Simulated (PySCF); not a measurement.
**How the numerical set-up moves the result for Al2⁻**

Aim: see how much the energy and properties of Al2⁻ depend on the numerical set-up.

The runs use PySCF 2.14.0; each script names its method and basis.

1 further run of the same task is left out (it didn't finish).

## 1. The system as given

Al2⁻: 2 atoms, charge -1, spin multiplicity 2.

Bond lengths: Al1–Al2 2.365 Å.

## 2. The base run

File input.py:

```python
from pyscf import gto, scf, cc

mol = gto.M(
    atom='Al 0 0 0; Al 0 0 2.365',
    basis='6-31g',
    charge=-1,
    spin=1,
    verbose=4,
)
mf = scf.UHF(mol)
mf.kernel()
mycc = cc.CCSD(mf, frozen=10)
mycc.kernel()
mf.dip_moment()
print('orbital energies (hartree):', [e[max(0, n-3):n+3].round(4) for e, n in zip(mf.mo_energy, mol.nelec)])
```

Run with:

```sh
$ OMP_NUM_THREADS=1 python input.py
```

Its log is not repeated here.

In short: E(SCF) = -483.703229 Eh, 9 cycles, E(CCSD) − E(SCF) = -0.10003 Eh, ⟨S²⟩ = 0.753.

The bond length is a typed value, not an optimised one. The dipole of an ion depends on the origin.

## 3. 6-31g*

Run 1 changes basis set: 6-31g → 6-31g*.

File input.py:

```python
from pyscf import gto, scf, cc

mol = gto.M(
    atom='Al 0 0 0; Al 0 0 2.365',
    basis='6-31g*',
    charge=-1,
    spin=1,
    verbose=4,
)
mf = scf.UHF(mol)
mf.kernel()
mycc = cc.CCSD(mf, frozen=10)
mycc.kernel()
mf.dip_moment()
print('orbital energies (hartree):', [e[max(0, n-3):n+3].round(4) for e, n in zip(mf.mo_energy, mol.nelec)])
```

Run with:

```sh
$ OMP_NUM_THREADS=1 python input.py
```

## 4. Crenbl (core potential on)

Run 2 changes basis set: 6-31g → crenbl; core potential: off → on; frozen orbitals: 10 → none. The core potential changes with it: totals don't compare.

input.py, as its differences from that of step 2:

```diff
@@ -4,3 +4,4 @@
     atom='Al 0 0 0; Al 0 0 2.365',
-    basis='6-31g',
+    basis='crenbl',
+    ecp={'Al': 'crenbl'},
     charge=-1,
@@ -11,3 +12,3 @@
 mf.kernel()
-mycc = cc.CCSD(mf, frozen=10)
+mycc = cc.CCSD(mf)
 mycc.kernel()
```

## 5. Pcseg-1

Run 3 changes basis set: 6-31g → pcseg-1.

input.py, as its differences from that of step 2:

```diff
@@ -4,3 +4,3 @@
     atom='Al 0 0 0; Al 0 0 2.365',
-    basis='6-31g',
+    basis='pcseg-1',
     charge=-1,
```

## 6. 6-311g**

Run 4 changes basis set: 6-31g → 6-311g**.

input.py, as its differences from that of step 2:

```diff
@@ -4,3 +4,3 @@
     atom='Al 0 0 0; Al 0 0 2.365',
-    basis='6-31g',
+    basis='6-311g**',
     charge=-1,
```

## 7. 6-31g(3d)

Run 5 changes basis set: 6-31g → 6-31g(3d).

input.py, as its differences from that of step 2:

```diff
@@ -4,3 +4,3 @@
     atom='Al 0 0 0; Al 0 0 2.365',
-    basis='6-31g',
+    basis='6-31g(3d)',
     charge=-1,
```

Q: Predict the outcome of this session. Wanted: for each run, E(SCF); from base; gap, α spin; after the SCF.

As calculated:

| run | E(SCF) (hartree) | from base (eV) | cycles | gap, α spin (eV) | functions | after the SCF |
| --- | --- | --- | --- | --- | --- | --- |
| base | -483.703229 | 0 | 9 | 4.89 | 26 | CCSD correlation -2.722 eV, core frozen |
| 6-31g* | -483.714865 | -0.3167 | 10 | 4.94 | 36 | CCSD correlation -3.704 eV, core frozen |
| crenbl (core potential on) | -3.749626 | not comparable | 9 | 4.86 | 32 | CCSD correlation -2.751 eV |
| pcseg-1 | -483.699400 | +0.1042 | 10 | 4.83 | 36 | CCSD correlation -3.482 eV, core frozen |
| 6-311g** | -483.750211 | -1.2785 | 11 | 4.85 | 52 | CCSD correlation -3.768 eV, core frozen |
| 6-31g(3d) (poor choice) | -483.717285 | not comparable | 10 | 4.93 | 56 | CCSD correlation -4.134 eV, core frozen |

Of the runs whose energies can be compared, “6-311g**” moves the SCF energy most (-1.278 eV). 6-31g* (36 functions) gives an energy 0.32 eV lower than 6-31g (26). pcseg-1 (36 functions) gives an energy 0.10 eV higher than 6-31g (26); size alone doesn't order basis sets of different families. 6-311g** (52 functions) gives an energy 1.28 eV lower than 6-31g (26). Rows marked «poor choice» come from settings spoiled on purpose.
